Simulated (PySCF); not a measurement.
# disilanol (Si2H6O): electronic excitations and core binding energies

Aim: predict the electronic excitations and core binding energies of disilanol (Si2H6O) (`O[SiH2][SiH3]`).

Programs: PySCF 2.14.0, with density-fitted response routines of our own. Each step states its level of theory. These are calculated values for one molecule in the gas phase, unless marked as measured. Atoms are numbered from 0 throughout.

## 1. The molecule as given

9 atoms, charge 0, multiplicity 1; geometry from: GFN2-xTB.

Bonds of the start (Å): O0–Si1 1.63, Si1–Si2 2.30, O0–H3 0.95, Si1–H4 1.46, Si1–H5 1.47, Si2–H6 1.47, Si2–H7 1.47, Si2–H8 1.46.

## 2. Ultraviolet spectrum: CAM-B3LYP/def2-SVPD

The job: settings as JSON, then the geometry in Å.

```
{"job": {"kind": "uv", "xc": "CAM-B3LYP", "basis": "def2-SVPD", "nstates": 8, "ntriplets": 3}, "charge": 0, "multiplicity": 1}
O     -1.812944     0.632719    -0.551503
Si    -0.876576    -0.471275     0.202550
Si     1.363196     0.037842     0.020917
H     -1.796799     1.559387    -0.333935
H     -1.311470    -1.675565    -0.499062
H     -1.308934    -0.564392     1.606472
H      1.708917     1.358160     0.571675
H      1.859874     0.061367    -1.359303
H      2.188298    -0.932248     0.744247
```

Level: TDDFT CAM-B3LYP/def2-SVPD, vertical, gas phase, core orbitals frozen in the response.

Launch:

```bash
$ OMP_NUM_THREADS=1 python probes_run.py task.json out
```

The driver reads the jobs from task.json and runs them one after another.

Output:

```text
coarse grid: 8056 points
cycle   1  E = -657.4057838951  dE =  6.434e-03  |g| = 6.700e-01  |ddm| = 3.060e+00
cycle   2  E = -657.3296006255  dE =  7.618e-02  |g| = 9.395e-01  |ddm| = 1.346e+00
cycle   3  E = -657.4945500272  dE = -1.649e-01  |g| = 3.809e-02  |ddm| = 7.519e-01
cycle   4  E = -657.4949269624  dE = -3.769e-04  |g| = 9.846e-03  |ddm| = 8.820e-02
cycle   5  E = -657.4949580213  dE = -3.106e-05  |g| = 1.575e-03  |ddm| = 2.277e-02
cycle   6  E = -657.4949591565  dE = -1.135e-06  |g| = 3.993e-04  |ddm| = 4.679e-03
final grid: 67296 points
cycle   7  E = -657.5851351875  dE = -7.320e-06  |g| = 5.737e-04  |ddm| = 1.648e-02
cycle   8  E = -657.5851353074  dE = -1.199e-07  |g| = 2.038e-04  |ddm| = 1.880e-03
cycle   9  E = -657.5851353163  dE = -8.866e-09  |g| = 1.471e-04  |ddm| = 4.558e-04
cycle  10  E = -657.5851353204  dE = -4.085e-09  |g| = 4.555e-05  |ddm| = 1.521e-04
cycle  11  E = -657.5851353209  dE = -4.607e-10  |g| = 5.701e-06  |ddm| = 4.808e-05
converged SCF energy = -657.5851353209

Static polarisability (au): isotropic 61.174, principal 55.476 56.717 71.329

Singlet excitations
state   eV       nm        f      main configurations
  1   6.2920    197.1   0.00886   H->L 0.94
  2   7.3131    169.5   0.03188   H->L+2 0.90
  3   7.3334    169.1   0.01302   H-1->L 0.91
  4   7.6367    162.4   0.01700   H->L+1 0.80, H->L+3 0.11
  5   8.0491    154.0   0.24329   H->L+3 0.65, H->L+4 0.16
  6   8.2223    150.8   0.06451   H->L+4 0.74, H->L+3 0.10
  7   8.3424    148.6   0.01011   H-3->L 0.50, H->L+5 0.16
  8   8.4761    146.3   0.00277   H->L+5 0.29, H-2->L 0.23, H-3->L 0.17

Triplet excitations (Tamm-Dancoff, eV): 5.6690 6.3893 6.8519
```

Wall time 11 s (1 thread of Arm Neoverse N1, shared host); peak memory 0.5 GiB.

The orbitals next to the gap, with their largest atomic shares:

```tsv
orbital	eV	atoms
HOMO−3	-11.29	Si2 39 %, H7 31 %, O0 9 %
HOMO−2	-11.29	Si2 41 %, H6 24 %, H8 23 %
HOMO−1	-10.49	Si1 27 %, O0 26 %, H4 17 %
HOMO	-9.42	Si2 27 %, Si1 26 %, O0 23 %
LUMO	0.37	Si1 29 %, O0 20 %, Si2 19 %
LUMO+1	1.15	Si2 48 %, Si1 16 %, H6 11 %
LUMO+2	1.29	Si2 35 %, Si1 29 %, H7 12 %
```

With each of the 8 states as a Gaussian band of 0.4 eV half-width at 1/e, the curve within the window shown has maxima at 197 nm (ε 360), 153 nm (ε 13,000) L/(mol cm). Beyond the last state computed it falls off for lack of states. The curve at chosen wavelengths:

```json
{"nm": "141", "ε (L/mol/cm)": "937"}
{"nm": "144", "ε (L/mol/cm)": "3029"}
{"nm": "147", "ε (L/mol/cm)": "6771"}
{"nm": "150", "ε (L/mol/cm)": "10787"}
{"nm": "153", "ε (L/mol/cm)": "12645"}
{"nm": "156", "ε (L/mol/cm)": "11347"}
{"nm": "159", "ε (L/mol/cm)": "8278"}
{"nm": "162", "ε (L/mol/cm)": "5444"}
{"nm": "165", "ε (L/mol/cm)": "3710"}
{"nm": "168", "ε (L/mol/cm)": "2799"}
{"nm": "171", "ε (L/mol/cm)": "2172"}
{"nm": "174", "ε (L/mol/cm)": "1572"}
{"nm": "177", "ε (L/mol/cm)": "1017"}
{"nm": "181", "ε (L/mol/cm)": "502"}
{"nm": "184", "ε (L/mol/cm)": "319"}
{"nm": "187", "ε (L/mol/cm)": "270"}
{"nm": "190", "ε (L/mol/cm)": "295"}
{"nm": "193", "ε (L/mol/cm)": "338"}
{"nm": "196", "ε (L/mol/cm)": "361"}
{"nm": "199", "ε (L/mol/cm)": "349"}
{"nm": "202", "ε (L/mol/cm)": "304"}
{"nm": "205", "ε (L/mol/cm)": "241"}
{"nm": "208", "ε (L/mol/cm)": "175"}
{"nm": "211", "ε (L/mol/cm)": "117"}
{"nm": "214", "ε (L/mol/cm)": "73"}
{"nm": "217", "ε (L/mol/cm)": "42"}
```

Further results of this job:

```tsv
property	computed
dipole moment (D)	1.20
polarisability (Å³)	9.07
HOMO–LUMO gap (eV)	9.78
−ε(HOMO) (eV)	9.42
```

## 3. Core-electron binding energies: SCAN, X2C

Same as in step 2 but for these lines:

```diff
@@ -1,2 +1,2 @@
-{"job": {"kind": "uv", "xc": "CAM-B3LYP", "basis": "def2-SVPD", "nstates": 8, "ntriplets": 3}, "charge": 0, "multiplicity": 1}
+{"job": {"kind": "xps"}, "charge": 0, "multiplicity": 1}
 O     -1.812944     0.632719    -0.551503
```

With the program's defaults for keys left out, this is: delta-SCF UKS SCAN, pcX-2 on the ionised atom, pcseg-1 elsewhere, spin-free X2C.

Output:

```text
ground state, core basis on atom 0 (O), 111 functions
  cycle   1  E = -658.84326625  |g| = 8.38e-01
  cycle   2  E = -658.34271666  |g| = 1.78e+00
  cycle   3  E = -658.96124394  |g| = 1.11e-01
  cycle   4  E = -658.96437636  |g| = 2.77e-02
  cycle   5  E = -658.96461822  |g| = 5.72e-03
  cycle   6  E = -658.96462948  |g| = 2.06e-03
  cycle   7  E = -658.96463130  |g| = 3.73e-04
  E(ground) = -659.02728380 Eh
hole in O 1s of atom 0
  cycle   1  E = -638.36212501  |g| = 2.22e+00
  cycle   2  E = -637.88073062  |g| = 2.17e+00
  cycle   3  E = -639.11868351  |g| = 3.81e-01
  cycle   4  E = -639.16552383  |g| = 1.01e-01
  cycle   5  E = -639.17273135  |g| = 2.72e-02
  cycle   6  E = -639.17329316  |g| = 4.63e-03
  cycle   7  E = -639.17330637  |g| = 2.18e-03
  cycle   8  E = -639.17331058  |g| = 6.20e-04
  cycle   9  E = -639.17331042  |g| = 1.03e-04
  E(ion) = -639.23651294 Eh   <S^2> = 0.7613   hole on atom = 1.000   binding energy = 538.534 eV
ground state, core basis on atom 1 (Si), 122 functions
  cycle   1  E = -659.03175640  |g| = 2.94e-01
  cycle   2  E = -659.03053770  |g| = 1.10e-01
  cycle   3  E = -659.02889766  |g| = 1.40e-01
  cycle   4  E = -659.03252240  |g| = 1.29e-02
  cycle   5  E = -659.03254847  |g| = 1.42e-03
  cycle   6  E = -659.03254651  |g| = 1.69e-04
  E(ground) = -659.05604392 Eh
hole in Si 1s of atom 1
  cycle   1  E = -590.09614900  |g| = 4.35e+00
  cycle   2  E = -590.16335358  |g| = 2.14e+00
  cycle   3  E = -590.78881842  |g| = 7.63e-01
  cycle   4  E = -591.10094401  |g| = 3.40e-01
  cycle   5  E = -591.13742707  |g| = 1.77e-01
  cycle   6  E = -591.15122659  |g| = 2.21e-02
  cycle   7  E = -591.15141463  |g| = 5.93e-03
  cycle   8  E = -591.15143404  |g| = 2.13e-03
  cycle   9  E = -591.15143680  |g| = 2.86e-04
  E(ion) = -591.18234421 Eh   <S^2> = 0.7521   hole on atom = 1.000   binding energy = 1846.937 eV
hole in Si 2p of atom 1
  cycle   1  E = -654.75488335  |g| = 1.23e+00
  cycle   2  E = -654.58454493  |g| = 1.12e+00
  cycle   3  E = -655.02760958  |g| = 2.79e-01
  cycle   4  E = -655.06815072  |g| = 1.37e-01
  cycle   5  E = -655.07364302  |g| = 6.09e-02
  cycle   6  E = -655.07553404  |g| = 3.41e-03
  cycle   7  E = -655.07553835  |g| = 1.99e-03
  cycle   8  E = -655.07554080  |g| = 2.83e-04
  E(ion) = -655.10980329 Eh   <S^2> = 0.7515   hole on atom = 1.002   binding energy = 107.383 eV
  2p3/2 = 107.132 eV   2p1/2 = 107.757 eV
ground state, core basis on atom 2 (Si), 122 functions
  cycle   1  E = -659.02243875  |g| = 2.86e-01
  cycle   2  E = -659.02244946  |g| = 4.06e-02
  cycle   3  E = -659.02213825  |g| = 5.42e-02
  cycle   4  E = -659.02268774  |g| = 1.08e-02
  cycle   5  E = -659.02270931  |g| = 1.36e-03
  cycle   6  E = -659.02270882  |g| = 6.39e-05
  E(ground) = -659.04640205 Eh
hole in Si 1s of atom 2
  cycle   1  E = -590.10832126  |g| = 4.35e+00
  cycle   2  E = -590.32093865  |g| = 2.07e+00
  cycle   3  E = -590.88903209  |g| = 6.99e-01
  cycle   4  E = -591.10045182  |g| = 4.06e-01
  cycle   5  E = -591.16014687  |g| = 1.49e-01
  cycle   6  E = -591.16989201  |g| = 1.92e-02
  cycle   7  E = -591.17008243  |g| = 6.10e-03
  cycle   8  E = -591.17010290  |g| = 2.39e-03
  cycle   9  E = -591.17010714  |g| = 2.59e-04
  E(ion) = -591.20154051 Eh   <S^2> = 0.7523   hole on atom = 1.000   binding energy = 1846.153 eV
hole in Si 2p of atom 2
  cycle   1  E = -654.76388018  |g| = 1.23e+00
  cycle   2  E = -654.68285223  |g| = 1.04e+00
  cycle   3  E = -655.04750958  |g| = 2.84e-01
  cycle   4  E = -655.08011253  |g| = 1.57e-01
  cycle   5  E = -655.08844585  |g| = 4.09e-02
  cycle   6  E = -655.08942926  |g| = 4.94e-03
  cycle   7  E = -655.08944181  |g| = 2.27e-03
  cycle   8  E = -655.08944388  |g| = 3.32e-04
  E(ion) = -655.12450366 Eh   <S^2> = 0.7523   hole on atom = 1.002   binding energy = 106.720 eV
  2p3/2 = 106.524 eV   2p1/2 = 107.147 eV
```

It took 25 s on 1 thread of Arm Neoverse N1, shared host; peak memory 0.4 GiB.

The holes in one table. −ε is the ground-state orbital energy:

```tsv
hole	stands for	environment	ΔSCF (eV; 2p as the shell's mean)	−ε (eV)	⟨S²⟩
O1s on O0	O0	oxygen bonded to Si, H	538.53	516.6	0.761
Si1s on Si1	Si1	silicon bonded to O, Si, 2 H	1846.94	1793.7	0.752
Si2p on Si1	Si1	silicon bonded to O, Si, 2 H	107.34	96.5	0.751
Si1s on Si2	Si2	silicon bonded to Si, 3 H	1846.15	1793.1	0.752
Si2p on Si2	Si2	silicon bonded to Si, 3 H	106.73	96.0	0.752
```

With the spin-orbit splitting: Si1 2p3/2 107.13, 2p1/2 107.76 eV; Si2 2p3/2 106.52, 2p1/2 107.15 eV. The table gives each 2p level as the mean over the whole 2p shell (two parts 2p3/2, one part 2p1/2), which differs a little from the single hole in the log.

## 4. Outcome

```
                                quantity                        value
    lowest singlet (CAM-B3LYP/def2-SVPD)  6.29 eV (197 nm), f = 0.009
brightest single state of those computed  state 5, 8.05 eV, f = 0.243
                          lowest triplet                      5.67 eV
       Si1s binding energies, SCAN/pcX-2  Si1 1846.94, Si2 1846.15 eV
       Si2p binding energies, SCAN/pcX-2    Si1 107.34, Si2 106.73 eV
        O1s binding energies, SCAN/pcX-2                 O0 538.53 eV
```

**Reading.** The first singlet state (HOMO→LUMO 0.94) lies at 6.29 eV and is weak; of the 8 states computed, the strongest absorption comes from state 5 at 8.05 eV. The lowest triplet lies 0.62 eV below the lowest singlet (triplets in Tamm-Dancoff, singlets in full TDDFT). Si1 (silicon bonded to O, Si, 2 H) binds its Si1s electron 0.78 eV more tightly than Si2 (silicon bonded to Si, 3 H). The Si2p levels kept as sound span 0.61 eV, from Si2 (silicon bonded to Si, 3 H) up to Si1 (silicon bonded to O, Si, 2 H).
